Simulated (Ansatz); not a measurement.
## SiF$_{4}$, singlet: reading a ladder of total energies

Geometry: MP2(full)/6-31G*, from the G2/97 set.

```xyz
5

Si    0.0000    0.0000    0.0000
F     0.9128    0.9128    0.9128
F    -0.9128   -0.9128    0.9128
F    -0.9128    0.9128   -0.9128
F     0.9128   -0.9128   -0.9128
```

Basis STO-3G; Ansatz 0.2.0. Correlated methods freeze the noble-gas cores, which leaves 32 electrons in 20 orbitals. Prefix R: restricted or restricted open-shell reference.

Full CI is exact within this basis and frozen core; it isn't the basis-set limit.

Runs differ by some tens of microhartree through their thresholds, so steps under 0.03 kcal/mol mean nothing.

| level | total energy (hartree) |
| --- | --- |
| RHF | -677.846977 |
| RMP2 | -677.934481 |
| RCCSD | -677.950324 |
| RCCSD(T) | -677.956944 |
| RCCSDT | -677.957755 |
| RCCSDT(Q) | -677.958055 |
| RCCSDTQ | -677.958002 |
| full CI | -677.957986 |

Question: What is the correlation energy at full CI, and what share of it do RMP2 and RCCSD recover?

Answer: E(corr) = -677.957986 − (-677.846977) = -0.111009 hartree = -3.021 eV. RMP2: -0.087504 / -0.111009 = 78.83 %. RCCSD: -0.103347 / -0.111009 = 93.10 %.

Question: By how many kcal/mol does RCCSD(T) miss full CI (1 hartree = 627.509 kcal/mol), and which steps make up the rest?

Answer: -677.956944 − (-677.957986) = 0.001042 hartree = 0.65 kcal/mol. Steps: RCCSDT − RCCSD(T) = -0.51, RCCSDT(Q) − RCCSDT = -0.19, RCCSDTQ − RCCSDT(Q) = 0.03, full CI − RCCSDTQ = 0.01 kcal/mol. That is within 1 kcal/mol of the reference in this basis, which itself misses far more of the correlation at the basis-set limit.
